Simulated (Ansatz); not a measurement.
System: fcc Al. Method: rVV10 (Ansatz, a first-principles code, plane waves, PAW).

Settings: plane-wave cutoff 500 eV, 30×30×30 k mesh, Fermi–Dirac smearing 0.1 eV, scalar-relativistic PAW data made under PBE.

Computed at the level's own relaxed cell.

**Question.** What does this level give for the equilibrium volume per atom and lattice constant a?

**Answer.** 
- equilibrium volume per atom = 16.33 Å³/atom
- lattice constant a = 4.028 Å

Measured, for comparison: equilibrium volume per atom 16.22 Å³/atom, lattice constant a 4.018 Å (static lattice: zero-point anharmonic expansion removed; as tabulated in Mejia-Rodriguez and Trickey (2018), arXiv:1807.09216). Computed (rounded) less measured: equilibrium volume per atom +0.7 %, lattice constant a +0.2 %.

The computed numbers hold no vibrational or temperature effects.

Computing time: about 30 core-seconds (a rough figure).
